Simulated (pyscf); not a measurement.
Single points on ωB97X-D3(BJ)/def2-SVP structures (PySCF, gas phase). Correlated levels are frozen-core, on RHF or UHF. ΔMP2 is the change of the MP2 total energy from the triple- to the quadruple-zeta basis.

Q: Estimate the classical barrier height and the reaction energy of `[ClH]` + `[OH][Si][Cl]` [singlet] → `[Cl][Si][Cl]` [singlet] + `[OH2]` at CCSD(T)/def2-TZVPP + ΔMP2(QZVPP). The step runs on the singlet surface, breaks Cl–H, O–Si and forms Cl–Si, H–O; take the separated reactants as zero.

A: ΔE‡ = 46.0 kJ/mol, ΔE = +17.3 kJ/mol. Zero-point energy shifts the barrier by +1.3 kJ/mol. It is a four-centre exchange, with an imaginary mode of 827i cm⁻¹. On the product side the descent ends in an adduct with a O–Si contact, 62.9 kJ/mol under the separated species and 77.8 kJ/mol under the saddle at ωB97X-D3(BJ)/def2-TZVP. What is counted as broken (O–Si) persists as a longer contact in the product adduct; parting that adduct is a step of its own. At ωB97X-D3(BJ) the barrier from the zero used here is 29.0 kJ/mol. This is the saddle that the search found; another between the same sides may lie lower. The CCSD(T) − MP2 part came from Ansatz, without density fitting, on the same reference.
